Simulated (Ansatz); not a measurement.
Pulling on the Si1–H2 bond in SiH2 (SMILES [SiH2]) (multiplicity 1 held, fragments rigid). Energies count from the point at 1.523 Å.
Geometry at that point (charge 0, multiplicity 1):
| atom | x (Å) | y (Å) | z (Å) |
|---|---|---|---|
| Si | 0.0142 | -0.0009 | 0.1321 |
| H | -0.1123 | -1.0850 | -0.9304 |
| H | -0.0862 | 1.0971 | -0.9190 |

R- and RO- levels are restricted; in cc, def2 and unpolarised 6-31G sets they are followed outwards from rest. Active spaces are followed from a long bond inwards. Curves can end on different states.

Frozen-core correlation.

Codes used: Ansatz (Gaussian orbitals). Each number belongs to the level named beside it.

Task: What is the computed energy at R = 4.874 Å (R-PBE/cc-pV(T+d)Z)?

Result: 101.4 kcal/mol

Task: What is the computed energy at R = 4.874 Å (FIC-MRCISD+Q on CASSCF(2,2)/cc-pV(T+d)Z)?

Result: 78.2 kcal/mol

Task: Estimate the energy at R = 4.874 Å that R-r2SCAN/cc-pV(T+d)Z returns for this input.

Result: 109.4 kcal/mol

Doubts at one or more of the structures used: a restricted determinant that unrestricted orbitals would lower (R-PBE/cc-pV(T+d)Z, R-r2SCAN/cc-pV(T+d)Z).

Ansatz is a first-principles code.
